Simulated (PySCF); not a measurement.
CH₂F₂, SMILES FCF, point group C2v.

Level: B3LYP/pcSseg-2 in PySCF (density fitting, grid level 2); geometry and Hessian at that level, cubic constants and property derivatives from steps of ±0.6 along each species' dimensionless normal coordinates, second-order vibrational perturbation theory. The parent has the commonest isotopes.

Equilibrium geometry (Å):

```csv
atom,x,y,z
F1,1.1691,-0.6119,-0.1062
C2,0.0002,0.0805,-0.0043
F3,-1.0347,-0.8010,-0.0923
H4,-0.0350,0.5641,0.9714
H5,-0.0651,0.7798,-0.8372
```

Species: ¹³C at 2. Output of the displacement run:

```
mode    cm-1    km/mol   phi_rrr   E(+)/cm-1  E(-)/cm-1
  1    520.84     4.91      79.0      96.70      91.01
  2   1043.55   255.54      -2.6     188.17     188.44
  3   1083.18   100.46     210.2     202.67     187.55
  4   1167.84    16.72       0.0     210.86     210.86
  5   1269.73     0.00      -0.0     229.69     228.53
  6   1451.32    11.17      -0.4     261.80     261.46
  7   1526.09     0.19     115.3     279.05     270.74
  8   3045.78    41.59    1348.8     599.53     502.58
  9   3107.79    34.03       0.8     562.59     562.54
```

For the shielding of C2 (σe = 60.69 ppm):

| mode | ω (cm⁻¹) | Σr φrrs (cm⁻¹) | ∂σ/∂q | ∂²σ/∂q² |
| --- | --- | --- | --- | --- |
| 1 | 521 | 113 | 1.709 | -0.647 |
| 2 | 1044 | -1 | -0.024 | -0.333 |
| 3 | 1083 | 719 | 8.365 | -0.776 |
| 4 | 1168 | 0 | 0.004 | -0.751 |
| 5 | 1270 | 0 | 0.002 | -1.665 |
| 6 | 1451 | -1 | 0.002 | -0.666 |
| 7 | 1526 | -66 | 2.354 | -0.731 |
| 8 | 3046 | 1784 | 5.994 | -0.726 |
| 9 | 3108 | 1 | 0.001 | -1.560 |

Problem. Work out the zero-point average of this shielding.

Solution. With ⟨qs⟩ = −Σr φrrs/(4ωs) and ⟨qs²⟩ = 1/2: the mean displacements are -0.054, 0.000, -0.166, 0.000, 0.000, 0.000, 0.011, -0.146, 0.000. The anharmonic term Σ (∂σ/∂q)⟨q⟩ is -2.33 ppm, the harmonic term ¼ Σ ∂²σ/∂q² is -1.96 ppm, so ⟨σ⟩ = 56.39 ppm.
